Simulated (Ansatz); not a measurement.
Relaxation of C$_{3}$H$_{4}$F$_{2}$O (10 atoms, charge 0, multiplicity 1), to a largest force component of 0.02 eV/Å in at most 50 steps.

Method: UKS r2SCANh-D4/STO-3G (Ansatz).

```xyz
10
Properties=species:S:1:pos:R:3
C -1.023 -1.036 0.541
C -0.105 -0.367 -0.147
O 0.432 -1.006 -1.255
C 0.507 1.016 0.192
F 1.774 0.931 0.409
F 0.288 1.856 -0.871
H -1.376 -1.976 0.226
H -1.516 -0.529 1.386
H 1.151 -0.398 -1.569
H -0.051 1.457 1.089
```

Task: Where does it end, and by what steps?

Result: The run converged. Limits of this set-up: minimal basis. After 21 steps the energy has fallen by 0.855 eV; F6 moved furthest, 0.98 Å.

```json
{"step": "0", "energy less start (eV)": "0.0000", "largest force component (eV/Å)": "6.413", "accepted": "yes"}
{"step": "1", "energy less start (eV)": "-0.4642", "largest force component (eV/Å)": "2.107", "accepted": "yes"}
{"step": "2", "energy less start (eV)": "-0.5127", "largest force component (eV/Å)": "0.463", "accepted": "yes"}
{"step": "3", "energy less start (eV)": "-0.5258", "largest force component (eV/Å)": "0.206", "accepted": "yes"}
{"step": "4", "energy less start (eV)": "-0.5316", "largest force component (eV/Å)": "0.139", "accepted": "yes"}
{"step": "5", "energy less start (eV)": "-0.5331", "largest force component (eV/Å)": "0.057", "accepted": "yes"}
{"step": "6", "energy less start (eV)": "-0.5352", "largest force component (eV/Å)": "0.099", "accepted": "yes"}
{"step": "7", "energy less start (eV)": "-0.5362", "largest force component (eV/Å)": "0.100", "accepted": "yes"}
{"step": "8", "energy less start (eV)": "-0.5399", "largest force component (eV/Å)": "0.116", "accepted": "yes"}
{"step": "9", "energy less start (eV)": "-0.5481", "largest force component (eV/Å)": "0.132", "accepted": "yes"}
{"step": "10", "energy less start (eV)": "-0.5583", "largest force component (eV/Å)": "0.144", "accepted": "yes"}
{"step": "11", "energy less start (eV)": "-0.5830", "largest force component (eV/Å)": "0.159", "accepted": "yes"}
{"step": "12", "energy less start (eV)": "-0.6509", "largest force component (eV/Å)": "0.747", "accepted": "yes"}
{"step": "13", "energy less start (eV)": "-0.7143", "largest force component (eV/Å)": "1.025", "accepted": "yes"}
{"step": "14", "energy less start (eV)": "-0.7852", "largest force component (eV/Å)": "0.509", "accepted": "yes"}
{"step": "15", "energy less start (eV)": "-0.8138", "largest force component (eV/Å)": "0.585", "accepted": "yes"}
{"step": "16", "energy less start (eV)": "-0.8371", "largest force component (eV/Å)": "0.501", "accepted": "yes"}
{"step": "17", "energy less start (eV)": "-0.8509", "largest force component (eV/Å)": "0.262", "accepted": "yes"}
{"step": "18", "energy less start (eV)": "-0.8518", "largest force component (eV/Å)": "0.152", "accepted": "yes"}
{"step": "19", "energy less start (eV)": "-0.8545", "largest force component (eV/Å)": "0.041", "accepted": "yes"}
{"step": "20", "energy less start (eV)": "-0.8547", "largest force component (eV/Å)": "0.037", "accepted": "yes"}
{"step": "21", "energy less start (eV)": "-0.8548", "largest force component (eV/Å)": "0.016", "accepted": "yes"}
```

```xyz
10
Properties=species:S:1:pos:R:3
C -0.925 -1.127 0.649
C -0.176 -0.408 -0.202
O 0.143 -0.748 -1.511
C 0.486 0.973 0.183
F 1.461 0.861 1.164
F 1.127 1.386 -1.030
H -1.358 -2.082 0.357
H -1.111 -0.767 1.659
H 0.705 0.105 -1.736
H -0.270 1.757 0.470
```

Whether the end is a true minimum wasn't checked by a vibrational analysis.

Time of the run: 2.1 min on 1 CPU thread of a shared host.
